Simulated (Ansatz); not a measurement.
## SiP⁺, quintet: reading a ladder of total energies

Geometry: that of the SiP⁺, triplet, kept fixed. The triplet lies 1.9 eV lower here.

```xyz
2

Si    0.0000    0.0000    0.0000
P     0.0000    0.0000    2.2166
```

Basis cc-pVTZ; Ansatz 0.2.0. Correlated methods freeze the noble-gas cores, which leaves 8 electrons in 58 orbitals. Prefix R: restricted or restricted open-shell reference; prefix U: unrestricted.

Full CI isn't at hand for all of this; UCCSDT(Q) serves as the reference, and is uncertain by about the last step of the cluster series.

Runs differ by some tens of microhartree through their thresholds and, for an open shell, their frozen cores, so steps under 0.03 kcal/mol mean nothing.

| level | total energy (hartree) |
| --- | --- |
| UHF | -629.298758 |
| UMP2 | -629.442945 |
| UCCSD | -629.474214 |
| UCCSD(T) | -629.483267 |
| UCCSDT | -629.484972 |
| UCCSDT(Q) | -629.485515 |

**Question.** What is the correlation energy at UCCSDT(Q), and what share of it do UMP2 and UCCSDT recover?

**Answer.** E(corr) = -629.485515 − (-629.298758) = -0.186757 hartree = -5.082 eV. UMP2: -0.144187 / -0.186757 = 77.21 %. UCCSDT: -0.186214 / -0.186757 = 99.71 %.

**Question.** By how many kcal/mol does UCCSD(T) miss UCCSDT(Q) (1 hartree = 627.509 kcal/mol), and which steps make up the rest?

**Answer.** -629.483267 − (-629.485515) = 0.002248 hartree = 1.41 kcal/mol. Steps: UCCSDT − UCCSD(T) = -1.07, UCCSDT(Q) − UCCSDT = -0.34 kcal/mol. Differences between like states or geometries often cancel part of this.
